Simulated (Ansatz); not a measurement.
Molecule: sum formula H₂OCl, charge 1, multiplicity 1. It need not be the lowest isomer of its formula. 
Geometry from a B3LYP-D3(BJ)/def2-TZVP (Ansatz, a program for electronic structure) optimisation:
```
O
H 1 0.9855
H 1 0.9855 2 111.16
Cl 1 1.7467 2 110.24 3 122.56
```
Charge +1, spin multiplicity 1.

Basis-set convergence of Hartree-Fock and CCSD correlation energies (hartree) with Ansatz. Valence correlation only, unless marked. No spin-orbit coupling. No relativistic terms.

| basis | functions | E(HF) | E(corr, CCSD) |
|---|---|---|---|
| cc-pV(D+d)Z | 47 | -535.13550 | -0.35755 |
| cc-pV(T+d)Z | 97 | -535.18136 | -0.45807 |
| cc-pV(Q+d)Z | 179 | -535.19160 | -0.49081 |

Extrapolating the two largest sets (X = 3 and 4) as X^-3: E(corr) = (64·(-0.49081) - 27·(-0.45807))/37 = -0.5147 Eh, an estimate of the basis-set limit. The largest set recovers 95.4 % of it, the smallest 69.5 %.
